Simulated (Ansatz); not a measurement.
`[CH3][AlH][CH3]` and `[CH3][AlH][Cl]` differ in one atom or group.

Ansatz, PBE0-D4/def2-TZVP geometries, multiplicity 1. 

| property | `[CH3][AlH][CH3]` |
| --- | --- |
| size of the dipole moment (B3LYP/def2-TZVPP) / D | 0.66 |
| LUMO energy (PBE/def2-TZVPP) / eV | -1.61 |
| size of the dipole moment (PBE/def2-TZVPP) / D | 0.71 |
| LUMO energy (B3LYP/def2-TZVPP) / eV | -1.07 |
| HOMO–LUMO gap (PBE/def2-TZVPP) / eV | 4.88 |
| HOMO energy (B3LYP/def2-TZVPP) / eV | -7.54 |

(1) Give the same properties after the change, and the shifts. (Estimate.)

Answers

(1) The calculation gave: 
| property | `[CH3][AlH][Cl]` | shift |
| --- | --- | --- |
| size of the dipole moment (B3LYP/def2-TZVPP) / D | 1.81 | 1.15 |
| LUMO energy (PBE/def2-TZVPP) / eV | -1.90 | -0.29 |
| size of the dipole moment (PBE/def2-TZVPP) / D | 1.78 | 1.07 |
| LUMO energy (B3LYP/def2-TZVPP) / eV | -1.34 | -0.27 |
| HOMO–LUMO gap (PBE/def2-TZVPP) / eV | 5.02 | 0.14 |
| HOMO energy (B3LYP/def2-TZVPP) / eV | -7.99 | -0.45 |

With PBE0 the HOMO falls by 0.45 eV and the LUMO falls by 0.30 eV, so the gap widens by about 0.15 eV. PBE moves the HOMO by -0.43 eV and ωB97M-V by -0.42 eV. Dipoles are sizes alone; their direction can turn.

B3LYP here is the variant with VWN-RPA as its local correlation; programs differ in this.
